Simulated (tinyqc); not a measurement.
Coupled-perturbed Hartree-Fock on RHF in the sto-3g basis, for H3O+, spin multiplicity 1, step by step. One step of it, computed by the program tinyqc.

Problem. Orthogonalisation. S = U s U^T; canonical form X = U s^(-1/2), so that X^T S X = 1. Each column of U has its largest component positive (the first on a tie).

overlap S, order 1O 1s, 1O 2s, 1O 2px, 1O 2py, 1O 2pz, 2H 1s, 3H 1s, 4H 1s:
```
[[1.000000, 0.236704, 0.000000, 0.000000, 0.000000, 0.043483, 0.043568, 0.043568],
 [0.236704, 1.000000, 0.000000, 0.000000, 0.000000, 0.417248, 0.417748, 0.417748],
 [0.000000, 0.000000, 1.000000, 0.000000, 0.000000, 0.352559, -0.176395, -0.176395],
 [0.000000, 0.000000, 0.000000, 1.000000, 0.000000, 0.000000, 0.305591, -0.305591],
 [0.000000, 0.000000, 0.000000, 0.000000, 1.000000, -0.074983, -0.075106, -0.075106],
 [0.043483, 0.417248, 0.352559, 0.000000, -0.074983, 1.000000, 0.170682, 0.170682],
 [0.043568, 0.417748, -0.176395, 0.305591, -0.075106, 0.170682, 1.000000, 0.170835],
 [0.043568, 0.417748, -0.176395, -0.305591, -0.075106, 0.170682, 0.170835, 1.000000]]
```

Give: eigenvalues of S; X.

Solution.

eigenvalues of S: [0.3849, 0.4741, 0.4745, 0.9536, 1.0342, 1.3549, 1.3551, 1.9687]

X, order 1O 1s, 1O 2s, 1O 2px, 1O 2py, 1O 2pz, 2H 1s, 3H 1s, 4H 1s:
```
[[-0.3634, 0.0000, -0.0012, 0.7387, 0.6103, 0.0001, 0.0000, 0.1488],
 [1.2433, 0.0000, 0.0031, -0.0692, 0.1497, 0.0002, 0.0000, 0.4377],
 [-0.0028, 0.0000, 0.9217, 0.0001, 0.0000, 0.6637, 0.0000, -0.0002],
 [0.0000, 0.9221, 0.0000, 0.0000, 0.0000, 0.0000, 0.6637, 0.0000],
 [-0.1984, 0.0000, -0.0004, -0.6647, 0.7314, 0.0000, 0.0000, -0.0722],
 [-0.5388, 0.0000, -0.9173, -0.1371, -0.1113, 0.4456, 0.0000, 0.3101],
 [-0.5433, -0.7935, 0.4565, -0.1370, -0.1112, -0.2225, 0.3856, 0.3105],
 [-0.5433, 0.7935, 0.4565, -0.1370, -0.1112, -0.2225, -0.3856, 0.3105]]
```
